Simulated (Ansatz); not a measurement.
# Al₂NH (quintet): wave-function methods side by side, cc-pVDZ

The task here is to estimate one member of a computed series from the others.

Method: cc-pVDZ, core rule «outside noble gas», up to 11 orbitals frozen; program: Ansatz 0.2.0, Gaussian basis.

Plan: UHF; CCSD(T) on ROHF; CCSD(T) on UHF; BCCD(T) on ROHF; CISD; CCSDT(Q) on ROHF; CCSDT(Q) on UHF.

32 further runs of the same task are left out: 23 that didn't finish, 9 set aside as unsound or not needed.

### The system

The geometry is a PBE0/def2-TZVP stationary point (not a proven minimum) of the parent state, kept for this charge and spin.

4 atoms, charge 0, spin multiplicity 5.

Atoms are counted from 1 here; the program's logs count them from 0.

Bond lengths: Al1–Al2 2.591 Å, Al1–H4 1.603 Å, Al2–N3 1.750 Å. Angles: Al2–Al1–H4 120.6°, Al1–Al2–N3 159.8°.

Set-up of the first run:

in.yaml reads:

```yaml
crystal:
  periodic: [false, false, false]
  atoms:
    - {symbol: Al, position_ang: [0.000000, -0.162621, 1.857018]}
    - {symbol: Al, position_ang: [0.000000, 0.205260, -0.708096]}
    - {symbol: N, position_ang: [0.000000, -0.160437, -2.419003]}
    - {symbol: H, position_ang: [0.000000, 1.088104, 2.859862]}
basis:
  gaussian: {orbitals: cc-pVDZ}
magnetization: {spin_polarized: true, initial_magnetization: 4}
hamiltonian: {xc: hf}
output: {orbitals: {seedname: orbitals}}
```

Command:

```bash
$ ansatz run in.yaml --threads 1 --pin off --events-out ev --progress --plain --max-ram 2393MiB
```

Steps of the session up to this table: UHF; CCSD(T) on ROHF; CCSD(T) on UHF; BCCD(T) on ROHF; CISD; CCSDT(Q) on ROHF; CCSDT(Q) on UHF.

One table of the session follows, with a row left open; its other results are not shown here.

| method | from UCCSDT(Q) (kcal/mol) |
| --- | --- |
| ROHF | +152.86 |
| UHF | +146.30 |
| RMP2 | +32.54 |
| UMP2 | ? |
| CISD | +19.00 |
| RCCSD | +6.04 |
| UCCSD | +5.86 |
| RCCSD(T) | +1.65 |
| UCCSD(T) | +1.64 |
| BCCD(T) | +1.65 |
| RCCSDT | +0.39 |
| UCCSDT | +0.35 |
| RCCSDT(Q) | +0.05 |
| UCCSDT(Q) | 0 |

Q: Estimate the row for UMP2 from the others.

**Answer.** from UCCSDT(Q) (kcal/mol): +32.61. In the column «from UCCSDT(Q) (kcal/mol)» it lies between RMP2 (+32.54) and UHF (+146.30).

Caveats from the session: Restricted and unrestricted rows rest on different reference determinants; where their highest levels disagree by more than a few hundredths of an eV, they describe different states and don't form one ladder.
